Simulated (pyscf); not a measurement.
## Four-centre exchange: `[CH3][GeH3]` + `[ClH]` → `[CH3][GeH3]` + `[ClH]`

Gas phase, singlet surface, charge 0. Bonds broken: C1–H10, H3–Cl9. Bonds formed: C1–H3, Cl9–H10. Structures and frequencies: ωB97X-D3(BJ)/def2-SVP in PySCF. MP2 and CC: frozen core, UHF for open shells. ΔMP2 is the change of the MP2 total energy from the triple- to the quadruple-zeta basis.

Transition state (Å):

```xyz
10

C     -1.2214    -0.5466    -0.2334
Ge    -0.5835     1.2695    -0.8019
H     -0.8274    -1.3645     0.6438
H     -1.1215    -1.1944    -1.1134
H     -2.2490    -0.4098     0.1262
H     -0.6716     2.1984     0.4079
H      0.8473     1.1232    -1.3175
H     -1.5458     1.6954    -1.9145
Cl     0.5140    -1.4720     1.9338
H     -0.2964    -0.4769     0.5642
```

One imaginary mode, 1601i cm⁻¹; descent along it reached the two sides named.

| bond | change | reactant side (Å) | saddle | product side |
|---|---|---|---|---|
| C1–H10 | breaks | 1.100 | 1.223 | 3.8 |
| H3–Cl9 | breaks | 1.283 | 1.864 | 2.7 |
| C1–H3 | forms | 2.8 | 1.262 | 1.100 |
| Cl9–H10 | forms | 3.0 | 1.877 | 1.285 |

Electronic energies relative to the separated reactants (kcal/mol):

```
level                             barrier  reaction energy  reverse barrier
--------------------------------  -------  ---------------  ---------------
ωB97X-D3(BJ)/def2-TZVP               56.3              0.0             56.3
PBE/def2-TZVP                        47.7              0.0             47.7
r²SCAN/def2-TZVP                     50.3              0.0             50.3
B3LYP-D3(BJ)/def2-TZVP               53.1              0.0             53.1
PBE0-D3(BJ)/def2-TZVP                50.7              0.0             50.7
M06-2X/def2-TZVP                     55.1              0.0             55.1
ωB97M-D3(BJ)/def2-TZVP               55.7              0.0             55.7
HF/def2-TZVP                         72.4              0.0             72.4
MP2/def2-QZVPP                       54.5              0.0             54.5
CCSD/def2-TZVPP                      62.1              0.0             62.1
CCSD(T)/def2-TZVPP                   59.3              0.0             59.3
CCSD(T)/def2-TZVPP + ΔMP2(QZVPP)     57.4              0.0             57.4
```

With CCSD(T)/def2-TZVPP + ΔMP2(QZVPP) energies and thermal terms (ideal gas, 1 atm, RRHO with modes under 100 cm⁻¹ raised to 100, one conformer, R ln 2 for chiral ones without a mode under 150 cm⁻¹), in kcal/mol:

```tsv
T (K)	ΔH‡	ΔG‡	ΔH	ΔG
298	55.3	63.6	0.0	0.0
600	55.4	72.0	0.0	0.0
900	55.9	80.2	0.0	0.0
1200	56.5	88.2	0.0	0.0
```

The same reactants have a lower exit, to H₃C–GeH₂–Cl + H₂ (barrier +36.9 kcal/mol at ωB97M-D3(BJ)/def2-TZVP, against +55.7 kcal/mol here). One saddle was located; it need not be the lowest between these sides. The CCSD(T) − MP2 part came from Ansatz, without density fitting, on the same reference. The frozen core leaves the outer d or s,p core shells of the metals and heavy elements correlated in the MP2 and CC values, and def2-TZVPP describes them poorly, which can shift differences by a few kcal/mol. Elements up to Kr have no core potential and no relativistic terms here.
